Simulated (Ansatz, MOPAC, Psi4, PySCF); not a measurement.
Molecule: ethyl chloride, C2H5Cl (charge 0, singlet). SMILES: CCCl
Geometry: optimised at B3LYP-D3(BJ)/def2-TZVP (Ansatz, a first-principles code).

Property: vertical ionisation energy to the doublet, in eV. Terms: each state is the SCF solution reached for its charge and spin; open shells spin-unrestricted; 6-31G* and kin with 6d, 5d where marked; 6-311+G** with 5d, 6d on Na to Ar in Ansatz; dispersion terms only where a functional's name holds one; no spin-orbit coupling; non-relativistic. First-principles rows: single points at B3LYP-D3(BJ) geometries (Ansatz). Semi-empirical rows: differences of heats of formation at the shared geometry for vertical values.

```csv
level,program,vertical ionisation energy to the doublet (eV)
AM1,MOPAC,10.97
PM6,MOPAC,10.44
HF/6-311+G**,Ansatz,10.10
B3LYP/3-21G,Ansatz,11.00
M06-2X/6-31G* (5d),PySCF,11.16
wB97X-D/6-31G*,Psi4,11.04
B3LYP/def2-TZVPD,Ansatz,10.94
M06-2X/def2-TZVPD,PySCF,11.13
wB97X-V/def2-TZVPD,Ansatz,11.07
```

No value to compare with is used here. The 6 habitual levels span 10.10 (HF/6-311+G**) to 11.16 eV (M06-2X/6-31G* (5d)); B3LYP/def2-TZVPD gives 10.94.

The levels are drawn from those run, B3LYP/6-31G* more often than the rest, none by its result; runs whose electronic state is in doubt are left out.
